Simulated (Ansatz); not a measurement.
**CHFSi (SMILES C#[Si]F): one structure at several levels**

A test off equilibrium: a structure displaced at random from a GFN2-xTB minimum is computed at several levels, and each is set against CCSD(T).

The runs use Ansatz 0.2.0, Gaussian basis; single points in def2-TZVPP.

Correlated methods freeze the cores.

### 1 The system as given

SMILES `C#[Si]F`, 4 atoms, charge 0, spin multiplicity 1.

Atoms are counted from 1 here; the program's logs count them from 0.

Bond lengths: C1–Si2 1.717 Å, C1–H4 1.113 Å, Si2–F3 1.551 Å. Angles: Si2–C1–H4 120.3°, C1–Si2–F3 166.7°.

Geometry (Å):

```xyz
4
CHFSi
C     0.3521    1.0284    0.2761
Si   -0.0232   -0.6277    0.0251
F    -0.1266   -2.1749    0.0662
H    -0.1384    1.8147   -0.3396
```

### 2 CCSD(T)/def2-TZVPP

Input file run/in.yaml:

```yaml
crystal:
  periodic: [false, false, false]
  atoms:
    - {symbol: C, position_ang: [0.352100, 1.028400, 0.276100]}
    - {symbol: Si, position_ang: [-0.023200, -0.627700, 0.025100]}
    - {symbol: F, position_ang: [-0.126600, -2.174900, 0.066200]}
    - {symbol: H, position_ang: [-0.138400, 1.814700, -0.339600]}
basis:
  gaussian: {orbitals: def2-TZVPP}
correlation: {method: ccsd_t}
output: {forces: true}
```

The command line of these runs was not kept.

### 3 PBE0-D4/def2-TZVPP

run/in.yaml, as its differences from that of step 2:

```diff
@@ -9,3 +9,3 @@
   gaussian: {orbitals: def2-TZVPP}
-correlation: {method: ccsd_t}
-output: {forces: true}
+hamiltonian: {xc: pbe0, dispersion: d4}
+output: {forces: true, orbitals: {seedname: orbitals}}
```

### 4 wB97M-V/def2-TZVPP

run/in.yaml, as its differences from that of step 3:

```diff
@@ -9,3 +9,3 @@
   gaussian: {orbitals: def2-TZVPP}
-hamiltonian: {xc: pbe0, dispersion: d4}
-output: {forces: true, orbitals: {seedname: orbitals}}
+hamiltonian: {xc: {name: wB97M-V}}
+output: {forces: true}
```

### 5 r2SCAN-D4/def2-TZVPP

run/in.yaml, as its differences from that of step 4:

```diff
@@ -9,3 +9,3 @@
   gaussian: {orbitals: def2-TZVPP}
-hamiltonian: {xc: {name: wB97M-V}}
+hamiltonian: {xc: r2scan, dispersion: d4}
 output: {forces: true}
```

### 6 PBE-D4/def2-TZVPP

run/in.yaml, as its differences from that of step 5:

```diff
@@ -9,3 +9,3 @@
   gaussian: {orbitals: def2-TZVPP}
-hamiltonian: {xc: r2scan, dispersion: d4}
+hamiltonian: {xc: pbe, dispersion: d4}
 output: {forces: true}
```

### 7 BLYP-D4/def2-TZVPP

run/in.yaml, as its differences from that of step 6:

```diff
@@ -9,3 +9,3 @@
   gaussian: {orbitals: def2-TZVPP}
-hamiltonian: {xc: pbe, dispersion: d4}
+hamiltonian: {xc: {name: BLYP}, dispersion: d4}
 output: {forces: true}
```

### 8 CAM-B3LYP-D4/def2-TZVPP

run/in.yaml, as its differences from that of step 7:

```diff
@@ -9,3 +9,3 @@
   gaussian: {orbitals: def2-TZVPP}
-hamiltonian: {xc: {name: BLYP}, dispersion: d4}
+hamiltonian: {xc: {name: CAM-B3LYP}, dispersion: d4}
 output: {forces: true}
```

(Steps that only read results are left out.)

Before running it: what results should come out? Wanted: energy less free atoms, CCSD(T)/def2-TZVPP; RMS force component; RMS force error; HOMO and LUMO, PBE0-D4; T1 diagnostic.

The runs gave:

| quantity | value |
| --- | --- |
| energy less free atoms, CCSD(T)/def2-TZVPP | -13.053 eV |
| RMS force component | 1.169 to 1.397 eV/Å over the methods |
| RMS force error | PBE0-D4 0.288, wB97M-V 0.342, r2SCAN-D4 0.243, PBE-D4 0.322, BLYP-D4 0.323, CAM-B3LYP-D4 0.376 eV/Å |
| HOMO and LUMO, PBE0-D4 | -6.64 and -2.94 eV |
| T1 diagnostic | 0.023 |

**Reading.** Against CCSD(T) the functionals' energies less atoms differ by -0.954 to -0.028 eV, PBE-D4 by -0.954 eV. The reference is not at the basis limit: in triple zeta CCSD(T) underbinds, which counts against methods that bind more; the gaps are no ranking. On forces the order runs from r2SCAN-D4 to CAM-B3LYP-D4. Frozen-core CCSD(T) forces in triple zeta carry basis errors of their own, and this is one geometry, so small gaps rank nothing. The restricted Hartree–Fock reference is unstable towards an unrestricted one at one or more of these structures.
